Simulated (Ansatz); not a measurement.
This geometry of BH$_{4}$N$_{2}$ (7 atoms, charge 0, multiplicity 2) is a first-order saddle point.

These are results of UKS PBE/def2-SVP (Ansatz), not measurements.

```xyz
7
Properties=species:S:1:pos:R:3
N -1.004 0.084 -0.689
B -0.161 -0.727 0.072
N 1.052 -0.360 0.764
H -1.849 -0.265 -1.143
H -0.838 1.090 -0.848
H 0.982 0.240 1.592
H 1.880 -0.129 0.206
```

Q: Which two structures does it join? (They come from a converged band through this point; their orientation in space is the band's.)

A: No bond is made or broken. The dihedral N1–B2–N3–H7 goes from -180 to 0°. The two ends are copies of one structure, up to a mirror image or an exchange of like atoms.

First end point:

```xyz
7
Properties=species:S:1:pos:R:3
N -1.035 0.110 -0.718
B -0.011 -0.658 -0.133
N 1.047 -0.227 0.690
H -1.757 -0.301 -1.304
H -1.131 1.127 -0.613
H 1.205 0.748 0.968
H 1.743 -0.868 1.064
```

Last end point:

```xyz
7
Properties=species:S:1:pos:R:3
N -1.033 0.110 -0.721
B -0.016 -0.659 -0.125
N 1.048 -0.226 0.689
H -1.762 -0.302 -1.298
H -1.121 1.128 -0.625
H 1.734 -0.869 1.078
H 1.212 0.750 0.956
```

Q: How far does it lie above each of them?

A: 0.55 eV above the first and 0.55 eV above the second. This is the barrier of this one path; another mechanism may lie lower.

Time of the run: 4.6 min on 1 CPU thread of a shared host.
